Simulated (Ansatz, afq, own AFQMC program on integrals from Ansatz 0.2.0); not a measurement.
**HBr + N, quartet: a scan with AFQMC**

```yaml
atoms:
  - { symbol: Br, position_ang: [0.0000, 0.0000, -1.5282] }
  - { symbol: H, position_ang: [0.0000, 0.0000, -0.1076] }
  - { symbol: N, position_ang: [0.0000, 0.0000, 1.6358] }
```

A hydrogen atom is moved from one rigid fragment to the other; the Br1–H2 distance tells how far. The two fragments are held close together, so this isn't a minimum-energy path and the start is a compressed complex. Energies in mEh count from this geometry (1.421 Å) at the same level; the start stands on UHF, each point on the determinant named.

Basis cc-pVTZ. Only valence electrons are correlated. Integrals, coupled cluster, full CI and functionals: Ansatz 0.2.0; the random walks run on the same integrals in our own AFQMC program. ph-AFQMC/CISD is guided by a CISD state made of CCSD amplitudes; releasing the constraint for a short imaginary time cuts its bias at the price of noise, slowly where states lie close. Error bars are statistical, one sigma. No spin–orbit coupling.

Cautions, each for one point or more: inner d shell frozen; lower spins were not checked; no relativity below Rb; no spin-orbit coupling; unrestricted determinant slightly spin contaminated; unrestricted determinant spin contaminated.

```csv
r(Br1–H2) / Å,det.,T1,weight,⟨S²⟩,CCSD(T),ph-AFQMC/CISD,released AFQMC,CCSDT(Q),PBE0,B3LYP
1.622,UHF,0.014,0.88,3.78,12.8,12.6 ± 0.3,12.6 ± 0.3,12.5,7.8,6.5
1.722,UHF,0.018,0.87,3.82,21.0,20.9 ± 0.2,–,20.5,12.8,10.6
1.823,UHF,0.021,0.87,3.87,25.2,24.8 ± 0.2,24.8 ± 0.4,24.4,14.4,11.2
1.923,UHF,0.020,0.87,3.85,23.4,23.4 ± 0.2,–,22.7,11.7,8.0
2.124,UHF,0.014,0.89,3.78,15.7,15.6 ± 0.2,15.6 ± 0.3,15.4,6.8,2.9
```

Weight is that of the determinant in the CISD state; at the start T1 is 0.008 and the weight 0.89, and ⟨S²⟩ is 3.76. A dash marks a missing value, a released energy that hasn't settled or a functional that sits on another state. Largest departures from CCSDT(Q), at the points where its series has closed: CCSD(T) 0.7 mEh at 1.823 (on UHF), ph-AFQMC/CISD 0.7 mEh at 1.923 (on UHF), released AFQMC 0.4 mEh at 1.823 (on UHF) (within the noise), PBE0 -11.0 mEh at 1.923, B3LYP -14.7 mEh at 1.923. Functionals count only at points shown to share the start's state and spin.

Some points may be missing: those where a free walk finds a much lower state, and past Zn most of those on another determinant than at the start.

A walk keeps the symmetry of its determinant, which the program's search chose and which needn't be the lowest solution, so a lower state of the same spin and another symmetry isn't excluded. Released energies are given only where the last usable release times agree within the noise; a slower fall can still hide under it.
